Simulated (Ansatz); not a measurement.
Equilibrium volume per atom (Å³/atom) of solids drawn from the class of tetrahedrally bonded semiconductors and semimetals, at two levels: PBE in Ansatz (plane waves, PAW), and r²SCAN+rVV10 in Ansatz (plane waves, PAW).

```json
[
 {"solid": "wurtzite BN (high-pressure phase)", "PBE": "5.97", "r²SCAN+rVV10": "5.88"},
 {"solid": "wurtzite ZnO", "PBE": "12.32", "r²SCAN+rVV10": "11.70"},
 {"solid": "wurtzite CdSe", "PBE": "29.76", "r²SCAN+rVV10": "28.41"},
 {"solid": "2H-SiC", "PBE": "10.50", "r²SCAN+rVV10": "?"},
 {"solid": "wurtzite GaN", "PBE": "11.76", "r²SCAN+rVV10": "11.30"},
 {"solid": "wurtzite AlN", "PBE": "10.65", "r²SCAN+rVV10": "10.37"},
 {"solid": "wurtzite CdS", "PBE": "26.04", "r²SCAN+rVV10": "25.04"}
]
```

Q: Estimate the withheld r²SCAN+rVV10 value from the other rows.

A: One way: carry over the typical ratio. The ratios r²SCAN+rVV10 / PBE of the other rows, in order: 0.9497, 0.9546, 0.9609, 0.9616, 0.9737, 0.9849; median 0.96125. 2H-SiC: 10.50 × 0.96125 = 10.09 Å³/atom; the run gives 10.31 Å³/atom. The ratios spread from 0.9497 to 0.9849, so such an estimate is rough.

Of 7 rows, r²SCAN+rVV10 is the larger in 0 and the smaller in 7.

Ansatz's runs of these crystals have no spin polarisation.

Ansatz's density-functional and Hartree–Fock values are scalar-relativistic unless marked +SOC, with PAW data made under PBE.

Ansatz is a quantum-chemistry and plane-wave program.
